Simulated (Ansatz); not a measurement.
The cluster Li₃H₂⁻. Total charge -1; triplet. Geometry PBE-D4/def2-TZVP, that of the neutral doublet; atoms count from 1.

```xyz
5

Li   -0.8120    1.2560    1.1832
Li   -0.0145    0.8439   -1.7108
Li    0.4414   -1.1043    0.2790
H     0.6095   -0.7083   -1.3699
H    -0.2245   -0.2873    1.6185
```

The highest occupied level of the charge -1 triplet lies above zero (up to 0.98 eV). Energy differences put its binding near zero (0.02 eV; vertical, to the charge 0 doublet, at PBE0-D4/def2-TZVPD), which leaves it undecided. At PBE0-D4/def2-TZVPD a singlet of charge -1 lies 0.19 eV below the triplet at the same geometry. The structure comes from a short search, and lower isomers may exist.

Estimate the Mulliken populations from the PBE0/def2-TZVPD orbitals of Ansatz.


```tsv
atom	charge (e)	spin (α − β)
Li1	-0.16	0.98
Li2	-0.16	0.98
Li3	0.70	0.06
H4	-0.69	-0.01
H5	-0.69	-0.01
```
Mulliken values and Mayer orders depend strongly on the basis. With diffuse functions, as here, like atoms can get unlike values, and bond orders can come out too low or too high.

Where does the spin sit?

Summed by element: Li 2.02, H -0.02, of 2 unpaired in all. Largest on single atoms: Li2 0.98, Li1 0.98, Li3 0.06.

And the Mayer bond orders between bonded heavy atoms (over 0.3)?

Li1–Li2 1.20 (3.03 Å).
